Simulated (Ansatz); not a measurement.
Start from `CC(C)=C=S` and change one atom or group to get `CC=C=S`.

Ansatz, PBE0-D4/def2-TZVP geometries, multiplicity 1. 

```tsv
property	`CC(C)=C=S`
LUMO energy (ωB97M-V/def2-TZVPP) / eV	0.33
size of the dipole moment (B3LYP/def2-TZVPP) / D	1.94
HOMO–LUMO gap (PBE/def2-TZVPP) / eV	2.11
HOMO–LUMO gap (B3LYP/def2-TZVPP) / eV	3.71
size of the dipole moment (ωB97M-V/def2-TZVPP) / D	1.92
HOMO energy (PBE/def2-TZVPP) / eV	-4.91
```

Q: What does the change do to each property? (Estimate.)

A: The calculation gave: 
```json
{"property": "LUMO energy (ωB97M-V/def2-TZVPP) / eV", "`CC=C=S`": "0.17", "shift": "-0.16"}
{"property": "size of the dipole moment (B3LYP/def2-TZVPP) / D", "`CC=C=S`": "1.62", "shift": "-0.32"}
{"property": "HOMO–LUMO gap (PBE/def2-TZVPP) / eV", "`CC=C=S`": "2.23", "shift": "0.12"}
{"property": "HOMO–LUMO gap (B3LYP/def2-TZVPP) / eV", "`CC=C=S`": "3.82", "shift": "0.11"}
{"property": "size of the dipole moment (ωB97M-V/def2-TZVPP) / D", "`CC=C=S`": "1.61", "shift": "-0.31"}
{"property": "HOMO energy (PBE/def2-TZVPP) / eV", "`CC=C=S`": "-5.17", "shift": "-0.26"}
```

With PBE0 the HOMO falls by 0.28 eV and the LUMO falls by 0.15 eV, so the gap widens by about 0.13 eV. PBE moves the HOMO by -0.26 eV and ωB97M-V by -0.29 eV. Dipoles are sizes alone; their direction can turn.

B3LYP here is the variant with VWN-RPA as its local correlation; programs differ in this.
